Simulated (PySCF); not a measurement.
Simulated O 1s region for `O=C(O)O`, binding energy against the vacuum level.

Every computed line was given a Gaussian of 0.6 eV full width at half maximum and an area set by the number of equivalent atoms; the highest printed point is 100. Method: delta-SCF UKS SCAN, pcX-2 on the ionised atom, pcseg-1 elsewhere, spin-free X2C (PySCF).

binding energy (eV), intensity and a bar:
```
    537.6          0 
    537.7          0 
    537.8          1 
    537.9          3 #
    538.0          7 ##
    538.1         15 ####
    538.2         25 ########
    538.3         37 ###########
    538.4         47 ##############
    538.5         51 ###############
    538.6         47 ##############
    538.7         37 ###########
    538.8         25 ########
    538.9         15 ####
    539.0          7 ##
    539.1          3 #
    539.2          1 
    539.3          0 
    539.4          0 
    539.5          0 
    539.6          0 
    539.7          0 
    539.8          0 
    539.9          0 
    540.0          0 
    540.1          1 
    540.2          4 #
    540.3         10 ###
    540.4         21 ######
    540.5         39 ############
    540.6         63 ###################
    540.7         85 ##########################
    540.8        100 ##############################
    540.9        100 ##############################
    541.0         86 ##########################
    541.1         63 ###################
    541.2         40 ############
    541.3         22 ######
    541.4         10 ###
    541.5          4 #
    541.6          1 
    541.7          0
```

Task: Count the maxima, the lines and the sites behind this envelope.

Result: The curve has 2 maxima (at 538.5 and 540.8 eV). Under it lie 2 lines from 2 inequivalent oxygen sites.

Task: Decompose the envelope and assign each component. Numbering: `[O:1]=[C:2]([OH:3])[OH:4]`.

Result: 
| position (eV) | relative area | line | atoms | environment |
| --- | --- | --- | --- | --- |
| 538.50 | 1 | O 1s | O1 | acid carbonyl oxygen |
| 540.85 | 2 | O 1s | O3/O4 | acid hydroxyl oxygen |

The listed O 1s values span 2.35 eV, from O1 (bonded to C (double bond)) to O3/O4 (bonded to C and H). Summing the Pauling electronegativity differences to the bonded atoms, each weighted by its formal bond order, gives -1.78 for the lowest site and -2.13 for the highest; the largest sum, -1.78, belongs to O1, 2.35 eV below the top. The smallest sum, -2.13, belongs to O3/O4, 2.35 eV above the lowest.

Shake-up satellites, vibrational structure and lifetime widths aren't simulated. The first atom of each set that the bonding makes equivalent was ionised and stands for the set. Isolated species at its PBE0-D3(BJ)/def2-SVP geometry (one conformer only).

On one thread, Intel Xeon Platinum 8259CL at 2.50 GHz (x86_64), no GPU, shared host with 96 logical CPUs at a one-minute load of 47, this took 8.9 s of wall time and 0.43 GiB of memory at its peak.

Conformer computed: `[O:1]=[C:2]([OH:3])[OH:4]`: H–O3–C2–O1 0°, H–O4–C2–O1 0°.
